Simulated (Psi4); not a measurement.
# CH2ClFO (SMILES OC(F)Cl) at r2SCAN/def2-SVP (density fitting, sweep point 8)

Aim: energy and gradient of CH2ClFO. 

Program for the calculation: Psi4 1.11.

5 further runs of the same task are left out: 5 set aside as unsound or not needed.

## (1) Starting point

CH2ClFO has 6 atoms, charge 0, and is taken as a singlet. SMILES: `OC(F)Cl`. The coordinates come from a PBE0-D4/def2-TZVP relaxation. This is one conformer, not always the lowest.

Bond lengths: O1–C2 1.346 Å, C2–F3 1.357 Å, C2–Cl4 1.794 Å, O1–H5 0.965 Å, C2–H6 1.088 Å. Angles: O1–C2–F3 111.5°, O1–C2–Cl4 112.4°, F3–C2–Cl4 106.8°, O1–C2–H6 109.1°, F3–C2–H6 109.3°, Cl4–C2–H6 107.6°, C2–O1–H5 109.3°.

## (2) Energy and gradient at r2SCAN/def2-SVP (density fitting, sweep point 8)

File calc.in:

```
memory 1600 mb

molecule molecule1 {
  0 1
  O      0.504000     0.977100    -0.218300
  C      0.086600    -0.212700     0.253800
  F      0.593100    -1.241100    -0.471900
  Cl    -1.699400    -0.378700     0.209500
  H      0.156400     1.107000    -1.109400
  H      0.401400    -0.315500     1.290300
  symmetry c1
}

set basis def2-SVP
set scf_type df
set guess sadno

e_tot, wfn = gradient('r2scan', return_wfn=True)
print_variables()
```

Run with:

```
psi4 calc.in calc.out -n 1
```

**Question.** What will come out? Wanted: total energy; dipole moment; HOMO energy; LUMO energy; HOMO–LUMO gap; largest force on an atom.

Computed results:

Level: r2SCAN/def2-SVP (density fitting, sweep point 8).

| quantity | value |
| --- | --- |
| total energy | -674.13399 Eh |
| dipole moment | 0.92 D |
| HOMO energy | -7.69 eV |
| LUMO energy | 0.28 eV |
| HOMO–LUMO gap | 7.96 eV |
| largest force on an atom | 0.531 eV/Å |

In words: The largest force is 0.53 eV/Å: the shape isn't a stationary point for this species at this level.
